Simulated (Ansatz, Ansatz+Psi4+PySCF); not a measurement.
```xyz
2

Mg   -0.0058   -0.0023   -0.7068
O     0.0083    0.0021    1.0434
```

Basis set: cc-pVTZ (spherical functions). Correlated methods keep 2 orbitals frozen. Charge 0, multiplicity 1.

Computed with Ansatz (development build ahead of 0.2.0); each method stands on the lowest determinant of its kind that the runs found. Restricted open shells among the atoms or ions are ROHF, correlated in semicanonical orbitals with singles.

The atomization energy at this shape (free ground-state atoms in the same class of orbitals less the molecule, no zero-point energy) of singlet MgO:

| method | atomization energy |
| --- | --- |
| RHF | -1.19 eV |

(1) What does RHF-MP2 give?

## Answers

(1) 3.04 eV. Caution: in another basis set an unrestricted determinant lies well below. Caution for RHF: the molecule lies well above its atoms at this level.
